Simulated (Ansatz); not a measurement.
# C2H2O: taking an electron away

One table from this session's results is given with a row withheld; the runs are named, their logs left out.

Computed with Ansatz 0.2.0, Gaussian basis. Level: unrestricted cation, the program's frozen cores in correlated methods.

Levels to be run: UKS PBE-D4/def2-TZVPP; UKS r2SCAN-D4/def2-TZVPP; UKS PBE0-D4/def2-TZVPP; UKS B3LYP-D4/def2-TZVPP; UKS wB97X-V/def2-TZVPP; UKS wB97M-V/def2-TZVPP; UKS B2PLYP/def2-TZVPP; UHF-CCSD(T)/def2-TZVPP; UHF-MP2/def2-QZVPP; extrapolation to the limit; then −ε(HOMO) from the neutral's earlier runs with LDA (SPW92), PBE-D4, revPBE-D4, BLYP-D4, r2SCAN-D4, B97M-V, PBE0-D4, B3LYP-D4, r2SCANh-D4, r2SCAN0-D4, HSE06-D4, BHLYP-D4, CAM-B3LYP-D4, LC-ωPBE, ωB97X-V, ωB97M-V.

### The geometry

The geometry comes from an earlier relaxation with PBE0-D4 in a triple-zeta def2 set; it is a stationary point.

5 atoms, charge 0, spin multiplicity 1.

Atoms are counted from 1 here; the program's logs count them from 0.

Bond lengths: C1–C2 1.348 Å, C1–O3 1.262 Å, C1–H4 1.091 Å, C2–H5 1.086 Å. Angles: C2–C1–O3 90.8°, C2–C1–H4 141.0°, O3–C1–H4 127.7°, C1–C2–H5 122.3°.

As a file:

```mol
C2H2O
  3D, bonds by distance, orders not assigned

  5  4  0  0  0  0  0  0  0  0999 V2000
   -0.4167   -0.2653   -0.1899 C   0  0
    0.2610    0.6904    0.4759 C   0  0
    0.2546   -1.1666    0.3840 O   0  0
   -1.2748   -0.3916   -0.8510 H   0  0
    1.2259    1.0593    0.1396 H   0  0
  1  2  8  0
  1  3  8  0
  1  4  8  0
  2  5  8  0
M  END
```

Set-up of the first run:

File in.yaml:

```yaml
crystal:
  periodic: [false, false, false]
  atoms:
    - {symbol: C, position_ang: [-0.416670, -0.265255, -0.189918]}
    - {symbol: C, position_ang: [0.261004, 0.690431, 0.475868]}
    - {symbol: O, position_ang: [0.254570, -1.166577, 0.384047]}
    - {symbol: H, position_ang: [-1.274781, -0.391553, -0.850994]}
    - {symbol: H, position_ang: [1.225877, 1.059253, 0.139597]}
basis:
  gaussian: {orbitals: def2-TZVPP}
total_charge: 1
magnetization: {spin_polarized: true, initial_magnetization: 1}
hamiltonian: {xc: pbe, dispersion: d4}
```

Command:

```sh
> ansatz run in.yaml --threads 4 --pin off --events-out ev --progress --plain --max-ram 10444MiB
```

Steps of the session up to this table: Cation, UKS PBE-D4/def2-TZVPP; Cation, UKS r2SCAN-D4/def2-TZVPP; Cation, UKS PBE0-D4/def2-TZVPP; Cation, UKS B3LYP-D4/def2-TZVPP; Cation, UKS wB97X-V/def2-TZVPP; Cation, UKS wB97M-V/def2-TZVPP; Cation, UKS B2PLYP (frozen core)/def2-TZVPP; Cation, UHF-CCSD(T)/def2-TZVPP; Cation, UHF-MP2/def2-QZVPP.

One of the session's tables, all rows but one given; the rest of the session is left out.

Orbital estimates, from the neutral's runs:

| functional | −ε(HOMO) (eV) |
| --- | --- |
| LDA (SPW92) | 5.80 |
| PBE-D4 | 5.64 |
| revPBE-D4 | ? |
| BLYP-D4 | 5.55 |
| r2SCAN-D4 | 5.88 |
| B97M-V | 5.97 |
| PBE0-D4 | 6.93 |
| B3LYP-D4 | 6.74 |
| r2SCANh-D4 | 6.36 |
| r2SCAN0-D4 | 7.09 |
| HSE06-D4 | 6.52 |
| BHLYP-D4 | 8.15 |
| CAM-B3LYP-D4 | 8.34 |
| LC-ωPBE | 9.68 |
| ωB97X-V | 9.31 |
| ωB97M-V | 9.21 |

Estimate the missing values for revPBE-D4.

**Answer.** −ε(HOMO) (eV): 5.59. In the column «−ε(HOMO) (eV)» it lies between BLYP-D4 (5.55) and PBE-D4 (5.64).
